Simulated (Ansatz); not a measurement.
# BSiNH (doublet): wave-function methods side by side, def2-QZVPP

One table from this session's results is given with a row withheld; the runs are named, their logs left out.

The runs use Ansatz 0.2.0, Gaussian basis; def2-QZVPP, core rule «outside noble gas», up to 7 orbitals frozen.

To be run: UHF; ROHF; CCSD(T) on UHF.

2 further runs of the same task are left out: 2 set aside as unsound or not needed.

## The geometry

The geometry is a PBE0/def2-TZVP stationary point (not a proven minimum).

4 atoms, charge 0, spin multiplicity 2.

Atoms are counted from 1 here; the program's logs count them from 0.

Bond lengths: N1–B2 1.246 Å, N1–H4 0.993 Å, B2–Si3 1.991 Å. Angles: B2–N1–H4 180.0°, N1–B2–Si3 180.0°.

As a file:

```
N     0.00000    0.00000    0.87230
B     0.00000    0.00000   -0.37340
Si    0.00000    0.00000   -2.36420
H     0.00000    0.00000    1.86530
```

Set-up of the first run:

Input file in.yaml:

```yaml
crystal:
  periodic: [false, false, false]
  atoms:
    - {symbol: N, position_ang: [0.000000, 0.000000, 0.872300]}
    - {symbol: B, position_ang: [0.000000, 0.000000, -0.373400]}
    - {symbol: Si, position_ang: [0.000000, 0.000000, -2.364200]}
    - {symbol: H, position_ang: [0.000000, 0.000000, 1.865300]}
basis:
  gaussian: {orbitals: "def2-QZVPP.json"}
magnetization: {spin_polarized: true, initial_magnetization: 1}
hamiltonian: {xc: hf}
output: {orbitals: {seedname: orbitals}}
```

The run is started by

```bash
$ ansatz run in.yaml --threads 1 --pin off --events-out ev --progress --plain --max-ram 2393MiB
```

Among the steps run: UHF; ROHF; CCSD(T) on UHF.

One of the session's tables, all rows but one given; the rest of the session is left out.

| method | from UCCSD(T) (kJ/mol) |
| --- | --- |
| ROHF | ? |
| UHF | +1132.8 |
| UMP2 | +107.8 |
| UCCSD | +57.9 |
| UCCSD(T) | 0 |

**Question.** Estimate the row for ROHF.

**Answer.** from UCCSD(T) (kJ/mol): +1146.8. In the column «from UCCSD(T) (kJ/mol)» it is the highest.

Limits of these values: Warnings: spin contamination; coupled cluster took another determinant than the lowest.
